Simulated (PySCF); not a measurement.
Electric field gradients and quadrupole coupling constants

Species: 2,3-dichloro-1-propene, C3H4Cl2.
Geometry (PBE0-D3(BJ)/def2-SVP, Å), atoms numbered from 1 in this order:
```xyz
9
C3H4Cl2 angstrom
C      1.3811    0.0687   -0.0571
C      0.0933    0.3929   -0.1089
Cl    -0.4280    2.0538   -0.0599
C     -1.0847   -0.5264   -0.2127
Cl    -0.6488   -2.2469   -0.2674
H      2.1541    0.8341    0.0183
H      1.6661   -0.9840   -0.0911
H     -1.7513   -0.3740    0.6491
H     -1.6578   -0.2941   -1.1226
```

Field gradients from the PBE0/pcSseg-1 density (PySCF, non-relativistic), principal values in atomic units, ordered |Vxx| ≤ |Vyy| ≤ |Vzz|:

| atom | Vxx | Vyy | Vzz |
| --- | --- | --- | --- |
| Cl3 | -1.7871 | -2.0673 | 3.8544 |
| Cl5 | -1.9575 | -2.1350 | 4.0924 |

Question: Find the asymmetry η = (Vxx − Vyy)/Vzz and the couplings χ = eQV/h (234.96 MHz × Q in barn × V in au), with Q(35Cl) = −0.0817 b.

Answer: 
```csv
atom,environment,nucleus,η,χzz (MHz),χxx (MHz),χyy (MHz)
Cl3,vinyl chlorine,35Cl,0.07,-73.99,34.31,39.69
Cl5,alkyl chlorine,35Cl,0.04,-78.56,37.58,40.98
```

The gradient is axial or nearly so (η below 0.05) at Cl5. 

Question: What is Vzz at Cl5 in SI units (1 au = 9.71736 × 10²¹ V/m²)?

Answer: 4.0924 au = 39.768 × 10²¹ V/m².

Were the hydrogens deuterons (Q(2H) = 0.00286 b), χzz would run from 188 kHz (H9 and H8) to 207 kHz (H6).

Geometry: PBE0-D3(BJ)/def2-SVP, one conformer, isolated molecule. These gradients aren't converged with respect to the basis.

The run behind these numbers computed NMR shieldings as well. On one thread, x86-64 server, shared host, this took 18 s of wall time.
